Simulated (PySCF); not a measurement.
Dissociation curve of SMILES C=CF. The C2–F6 bond (C2 also carries C, H; F6 carries nothing else) is pulled apart rigidly from the PBE0/def2-TZVP optimised geometry.

Computed with CCSD(T) on UHF/cc-pVDZ, 3 core orbitals frozen (PySCF).

Relative to R = 1.34 Å, what are the energies at R = 1.13, 2.92, 3.30, 3.63 Å?

1.638 eV at 1.13 Å, 4.984 eV at 2.92 Å, 5.055 eV at 3.30 Å, 5.077 eV at 3.63 Å.

The unrestricted solution behind UCCSD(T) changes between 1.82 and 1.99 Å, which can leave a kink. The unrestricted determinant behind UCCSD(T) is spin-contaminated at 1.82 to 4.68 Å (<S²> up to 1.2, against 0.00 for a pure singlet).
